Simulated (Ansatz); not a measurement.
Relaxation of BFH3O (6 atoms, charge 0, multiplicity 2), to a largest force component of 0.03 eV/Å in at most 50 steps.

The calculation used UKS B3LYP/6-31G* (Ansatz 0.2.0).

```xyz
6
Properties=species:S:1:pos:R:3:forces:R:3
B 0.015 -0.454 -0.252 0.01 0.00 -0.05
F -0.358 -0.171 2.225 -0.23 -0.09 0.06
H 0.927 0.331 -0.166 -0.01 -0.01 0.03
O -1.166 -0.025 -0.731 0.00 0.00 -0.02
H -1.838 -0.721 -0.771 0.00 -0.01 -0.01
H 0.499 0.193 2.258 0.24 0.10 -0.02
```

Task: Where does it end, and by what steps?

Result: It converged. The force dipped under the threshold on the way, but the program's further checks kept it going. After 14 steps the energy has fallen by 0.011 eV; H6 moved furthest, 0.24 Å.

```
step  energy less start (eV)  largest force component (eV/Å)  accepted
   0                  0.0000                           0.239       yes
   1                 -0.0037                           0.449       yes
   2                 -0.0017                           0.438        no
   3                 -0.0074                           0.151       yes
   4                 -0.0084                           0.105       yes
   5                 -0.0061                           0.286        no
   6                 -0.0089                           0.048       yes
   7                 -0.0090                           0.033       yes
   8                 -0.0092                           0.052       yes
   9                 -0.0084                           0.317        no
  10                 -0.0096                           0.023       yes
  11                 -0.0068                           0.427        no
  12                 -0.0098                           0.115       yes
  13                 -0.0099                           0.143       yes
  14                 -0.0105                           0.013       yes
```

```xyz
6
Properties=species:S:1:pos:R:3
B -0.005 -0.503 -0.272
F -0.228 -0.255 2.384
H 0.895 0.263 -0.026
O -1.173 -0.005 -0.706
H -1.837 -0.687 -0.892
H 0.426 0.340 2.076
```

Whether the end is a true minimum wasn't checked by a vibrational analysis.

Run time: 26 s on 1 thread of Arm Neoverse V2 (shared host), peak memory 0.13 GiB.
